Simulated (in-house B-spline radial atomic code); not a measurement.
Functionals against successive ionisation energies: S to S⁶⁺

Ionisation energies as differences of self-consistent total energies from an all-electron radial atomic-structure program (B-spline basis): all electrons, radial basis limit, scalar-relativistic (one-electron X2C), spin-polarised at highest spin, spherical densities; exact exchange is averaged over the determinants of each configuration. No spin-orbit coupling, Breit or QED terms. NIST's values run from ground level to ground level, so in open shells the differences also hold multiplet and fine-structure energies that spherical high-spin averages miss. Columns give computed minus NIST, in eV; a star marks a semi-empirical value. Species are left out where the tabulated value is theory, is uncertain by more than 0.12 eV, or (13 ions, such as In⁴⁺, Te⁴⁺ and Bi⁴⁺) lies off its series for all methods alike, which flatters the means a little.

```
species  shell       NIST (eV)   BLYP   BP86  wB97X  B97-1
      S     3p           10.36  -0.07  +0.06  +0.07  -0.03
     S⁺     3p           23.34  -0.27  +0.05  -0.10  -0.10
    S²⁺     3p   34.86 ± 0.04*  -0.13  +0.13  -0.02  -0.03
    S³⁺     3p   47.22 ± 0.01*  -0.08  +0.09  -0.06  -0.07
    S⁴⁺     3s           72.59  +0.06  -0.01  -0.60  +0.08
    S⁵⁺     3s           88.05  +1.10  +0.38  -0.91  +0.12
    S⁶⁺     2p  280.95 ± 0.007  +0.55  +0.66  +0.32  +0.56
```

**Question.** How do the methods rank, and which species is hardest?

**Answer.** Mean absolute (signed) differences: B97-1 0.14 (+0.08) eV; BP86 0.20 (+0.20) eV; wB97X 0.30 (-0.19) eV; BLYP 0.32 (+0.16) eV. For S⁶⁺, which loses a 2p electron, the nearest method is off by +0.32 eV, the largest such miss.
